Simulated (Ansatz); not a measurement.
## Property card for CaIr₂

The calculation used DFT r2SCAN, scalar-relativistic, plane waves, PAW (Ansatz).

Plane waves to 500 eV, a k mesh through Γ of 8×8×8 on the computed 6-atom cell and Gaussian smearing (0.10 eV); no spin polarisation.

The structure is relaxed at this level of theory with its symmetry kept. Whether it is the stable form of this composition wasn't checked.

Space group Fd-3m:1 (No. 227). a = 7.527 Å, b = 7.527 Å, c = 7.527 Å, α = 90.00°, β = 90.00°, γ = 90.00°
| atom | site | symmetry | x | y | z |
| --- | --- | --- | --- | --- | --- |
| Ca | 8b | -43m | 0.2500 | 0.7500 | 0.2500 |
| Ir | 16c | .-3m | 0.1250 | 0.1250 | 0.1250 |

Q: Formation energy from the elements' standard states (uncorrected)?

A: -0.520 eV/atom.

Q: Density of states at the Fermi level?

A: 7.54 states/eV per cell.

Q: Löwdin character within 0.5 eV of the Fermi level?

A: Ir 5d 91 %, unprojected 5 %.

Q: Bulk modulus?

A: 182 GPa.

Q: Its pressure derivative?

A: 4.7.

Q: Bader charges (e)?

A: Ca (2 in the cell) 1.38, Ir (4 in the cell) -0.69.

Spin-orbit coupling is left out, which matters for the bands of heavy elements.

Cost: 6 runs of about 4.6 core-minutes in all, on Arm Neoverse V1 (shared hosts).